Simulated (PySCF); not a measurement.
**Basis-set dependence of excited states**

Bicyclo[2.1.0]pent-2-ene, C₅H₆.
InChI=1S/C5H6/c1-2-5-3-4(1)5/h1-2,4-5H,3H2/t4-,5+

TDDFT with PBE0 (PySCF), vertical singlets, core orbitals frozen in the response, spherical d and f functions. Isolated species at its PBE0-D3(BJ)/def2-SVP geometry, gas phase.

Q: Compare 6-31G*, def2-SVP, 6-31+G*, def2-SVPD, aug-cc-pVDZ, def2-TZVP and def2-TZVPD for this molecule.

A: 

```csv
basis,functions,diffuse,S1 (eV),S2 (eV),S3 (eV),S4 (eV),S5 (eV),LUMO (eV),α (au)
6-31G*,82,no,5.26,7.45,7.75,8.06,8.15,0.37,45.0
def2-SVP,100,no,5.21,7.36,7.46,7.66,7.99,0.06,47.0
6-31+G*,102,yes,5.07,5.86,6.17,6.25,6.39,-0.08,52.5
def2-SVPD,148,yes,5.10,6.43,6.83,6.90,7.01,-0.11,53.5
aug-cc-pVDZ,169,yes,5.02,5.55,5.89,5.97,6.08,-0.15,55.6
def2-TZVP,191,no,5.07,6.98,7.21,7.40,7.46,-0.08,53.0
def2-TZVPD,239,yes,5.04,5.96,6.37,6.38,6.52,-0.13,55.2
```

States are compared by their number. Against the largest diffuse basis here (def2-TZVPD, itself not a converged limit), sets without diffuse functions differ by up to 0.22 eV in S1 and 1.63 eV in S5; the smaller diffuse sets differ by up to 0.07 and 0.50 eV. State by state, the largest deviation of a set without diffuse functions is S1 0.22, S2 1.49, S3 1.37, S4 1.68, S5 1.63 eV. The same number needn't mean the same state in each row. Against def2-TZVPD the polarisability deviates by -19% in 6-31G*, -15% in def2-SVP, -5% in 6-31+G*, -3% in def2-SVPD, +1% in aug-cc-pVDZ, -4% in def2-TZVP. A single + in a Pople set puts diffuse functions on heavy atoms only.
